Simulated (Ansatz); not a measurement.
`NC(F)S` and `NCS` differ in one atom or group.

Ansatz, PBE0-D4/def2-TZVP geometries, multiplicity 1. Each molecule was computed in one conformer, which needn't be the lowest.

```json
{"property": "HOMO–LUMO gap (ωB97M-V/def2-TZVPP) / eV", "`NC(F)S`": "11.52"}
{"property": "LUMO energy (B3LYP/def2-TZVPP) / eV", "`NC(F)S`": "-0.16"}
{"property": "HOMO energy (PBE0/def2-TZVPP) / eV", "`NC(F)S`": "-7.33"}
{"property": "LUMO energy (ωB97M-V/def2-TZVPP) / eV", "`NC(F)S`": "1.92"}
{"property": "HOMO energy (PBE/def2-TZVPP) / eV", "`NC(F)S`": "-6.02"}
{"property": "HOMO–LUMO gap (B3LYP/def2-TZVPP) / eV", "`NC(F)S`": "6.93"}
```

(1) Give the same properties after the change, and the shifts. (Best estimate.)

Answers

(1) Computed: 
```json
{"property": "HOMO–LUMO gap (ωB97M-V/def2-TZVPP) / eV", "`NCS`": "11.24", "shift": "-0.28"}
{"property": "LUMO energy (B3LYP/def2-TZVPP) / eV", "`NCS`": "0.09", "shift": "0.25"}
{"property": "HOMO energy (PBE0/def2-TZVPP) / eV", "`NCS`": "-6.94", "shift": "0.39"}
{"property": "LUMO energy (ωB97M-V/def2-TZVPP) / eV", "`NCS`": "2.05", "shift": "0.13"}
{"property": "HOMO energy (PBE/def2-TZVPP) / eV", "`NCS`": "-5.66", "shift": "0.36"}
{"property": "HOMO–LUMO gap (B3LYP/def2-TZVPP) / eV", "`NCS`": "6.78", "shift": "-0.15"}
```

With PBE0 the HOMO rises by 0.39 eV and the LUMO rises by 0.25 eV, so the gap narrows by about 0.14 eV. PBE moves the HOMO by 0.36 eV and ωB97M-V by 0.41 eV.

B3LYP here is the variant with VWN-RPA as its local correlation; programs differ in this.
